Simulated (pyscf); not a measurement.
Single points on ωB97X-D3(BJ)/def2-SVP structures (PySCF, gas phase).

**Question.** For H₃C–CdH + TeH₂ → H₃C–Cd–TeH + H₂, a four-centre exchange (singlet surface; Cd–H, H–Te broken, Cd–Te, H–H formed), PBE/def2-TZVP gives ΔE‡ = 10.4 kcal/mol and ΔE = -25.2 kcal/mol (zero: the separated reactants). In which direction and how far do PBE0-D3(BJ)/def2-TZVP, M06-2X/def2-TZVP, ωB97M-D3(BJ)/def2-TZVP move these?

**Answer.** PBE0-D3(BJ): ΔE‡ = 10.8 kcal/mol, ΔE = -26.8 kcal/mol; M06-2X: ΔE‡ = 12.3 kcal/mol, ΔE = -30.3 kcal/mol; ωB97M-D3(BJ): ΔE‡ = 17.8 kcal/mol, ΔE = -24.3 kcal/mol. PBE's barrier lies under all of them, by 0.4 to 7.5 kcal/mol. Its reaction energy lies among theirs. On the reactant side the descent ends in an adduct with a Cd–Te contact (not fully relaxed), 6.1 kcal/mol under the separated species and 18.8 kcal/mol under the saddle at ωB97X-D3(BJ)/def2-TZVP. What is counted as formed (Cd–Te) is already present as a longer contact in the reactant adduct; forming that adduct is a step of its own. At ωB97X-D3(BJ)/def2-TZVP the barrier from the zero used here is 12.6 kcal/mol. This is the saddle that the search found; another between the same sides may lie lower. Elements past Kr carry the def2 core potentials, without spin-orbit coupling.
